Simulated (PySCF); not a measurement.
Simulated outer-valence photoelectron spectrum of `C#CCO`. Theory: EOM-IP-CCSD/aug-cc-pVDZ in PySCF, restricted Hartree–Fock reference, 4 core orbitals frozen, non-relativistic, gas phase, PBE0-D3(BJ)/def2-SVP geometry.

Each root has a Gaussian of 0.8 eV full width with its one-hole share as area; cross sections and vibrations are left out, and the highest printed point is 100.

ionisation energy (eV), intensity and a bar:
```
      9.2          0 
      9.4          1 
      9.6          5 ##
      9.8         16 #####
     10.0         37 ###########
     10.2         61 ##################
     10.4         79 ########################
     10.6         88 ##########################
     10.8         92 ############################
     11.0         93 ############################
     11.2         89 ###########################
     11.4         77 #######################
     11.6         55 #################
     11.8         30 #########
     12.0         13 ####
     12.2          5 #
     12.4          6 ##
     12.6         16 #####
     12.8         34 ##########
     13.0         52 ################
     13.2         57 #################
     13.4         43 #############
     13.6         23 #######
     13.8          9 ###
     14.0          2 #
     14.2          0 
     14.4          0 
     14.6          0 
     14.8          0 
     15.0          2 #
     15.2          7 ##
     15.4         22 #######
     15.6         49 ###############
     15.8         80 ########################
     16.0        100 ##############################
     16.2         95 #############################
     16.4         70 #####################
     16.6         39 ############
     16.8         16 #####
     17.0          8 ##
     17.2         12 ####
     17.4         30 #########
     17.6         59 ##################
     17.8         87 ##########################
     18.0         98 ##############################
     18.2         87 ##########################
     18.4         59 ##################
     18.6         30 #########
     18.8         12 ###
     19.0          3 #
     19.2          1
```

**Question.** Where are the maxima, and how many lines lie under the curve?

**Answer.** 4 maxima, at 11.0, 13.1, 16.1 and 18.0 eV, from 8 lines. At this width some lines have no maximum of their own.

**Question.** List the lines with their holes.

**Answer.** 
```
E (eV)  leading hole (HF orbital)  area  Koopmans (eV)
 10.34                       HOMO  0.96          10.49
 10.89                     HOMO-1  0.96          10.83
 11.40                     HOMO-2  0.95          12.97
 13.14                     HOMO-3  0.95          14.73
 15.90                     HOMO-4  0.94          17.58
 16.23                     HOMO-5  0.94          17.77
 17.82                     HOMO-6  0.93          19.49
 18.18                     HOMO-7  0.94          19.87
```

The widest gap, 2.76 eV, lies between 13.14 and 15.90 eV. Only orbitals with −ε under 21 eV, eight at most, were ionised, so the high end of the curve may lack lines.

On one thread, Arm Neoverse V1, no GPU, shared host, this took 1.9 min.

The values belong to the conformer `[CH:1]#[C:2][CH2:3][OH:4]`: H–O4–C3–C2 179°.
